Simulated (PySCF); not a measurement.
Isomers of C4H4O, one conformer each. The calculation used core-valence-separated Tamm–Dancoff BHandHLYP/aug-pcX-1 (pcseg-1 on H) in PySCF, non-relativistic, gas phase, PBE0-D3(BJ)/def2-SVP geometry. Absolute energies from this functional tend to lie a few eV below measured edges; no shift was applied.

P. `O=C1C=CC1` (2-cyclobutene-1-one)
Q. `C1=COC=C1` (furan)

Main lines, eV (oscillator strength):
1. C K: 282.1 (0.066), 282.5 (0.049), 283.7 (0.075), 286.0 (0.015), 286.2 (0.012); O K: 528.7 (0.048)
2. C K: 283.7 (0.112), 284.4 (0.127), 285.9 (0.031), 286.3 (0.015), 287.2 (0.019); O K: 532.8 (0.033), 536.4 (0.014)
Listed: the first five lines at most of each edge with a tenth or more of its strongest line's intensity; roots within 0.03 eV on the same or equivalent atoms are summed. Only the lowest roots were sought, and the top ones are left out.

Question: Which spectrum belongs to which isomer?

Answer: 1 = P, 2 = Q.
- P: first C line listed at 282.1 eV, hole on the alkene CH carbon (1s→π*); first O line listed at 528.7 eV, hole on the ketone oxygen (1s→π*).
- Q: first C line listed at 283.7 eV, hole on the aromatic CH carbon (1s→π*); first O line listed at 532.8 eV, hole on the furan-type oxygen (1s→π*).

Question: What are the ground-state energies of the isomers at BHandHLYP/aug-pcX-1 (pcseg-1 on H), relative to the lowest?

Answer: P 79.9, Q 0.0 kJ/mol (electronic energies on these geometries, no dispersion or zero-point terms).
